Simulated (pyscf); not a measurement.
O=Ta(=O)–Cl + ammonia (NH₃) → H₂N–Ta(=O)(OH)–Cl, an addition across a multiple bond or ene-type step (singlet surface; H–N broken, H–O, N–Ta formed). Structures and frequencies: ωB97X-D3(BJ)/def2-SVP in PySCF. Energies in kcal/mol from the separated reactants.

Small-basis levels: PySCF, no dispersion term, spherical d functions. 

Task: Quick BP86/6-31G*+LANL2DZ single points give ΔE‡ = -26.7 kcal/mol and ΔE = -68.5 kcal/mol. What does ωB97M-D3(BJ)/def2-TZVP give, and how far is the quick result from it?

Result: ωB97M-D3(BJ)/def2-TZVP gives ΔE‡ = -28.0 kcal/mol and ΔE = -75.6 kcal/mol. BP86/6-31G*+LANL2DZ lies 1.3 kcal/mol over it in the barrier and 7.1 kcal/mol over it in the reaction energy, so on this step it does not hold to within 3.0 kcal/mol. ωB97M-D3(BJ)/def2-TZVP has limits of its own. On the reactant side the descent ends in an adduct with a N–Ta contact, 58.4 kcal/mol under the separated species and 26.9 kcal/mol under the saddle at ωB97X-D3(BJ)/def2-TZVP. At ωB97M-D3(BJ) the saddle lies under the separated reactants, which points to a path from their complex (located at ωB97X-D3(BJ) alone). What is counted as formed (N–Ta) is already present as a longer contact in the reactant adduct; forming that adduct is a step of its own. At the saddle there is also a short H–Ta contact that neither side keeps. At ωB97X-D3(BJ)/def2-TZVP the barrier from the zero used here is -31.6 kcal/mol. This is the saddle that the search found; another between the same sides may lie lower. In the def2 sets elements past Kr carry core potentials, without spin-orbit coupling.
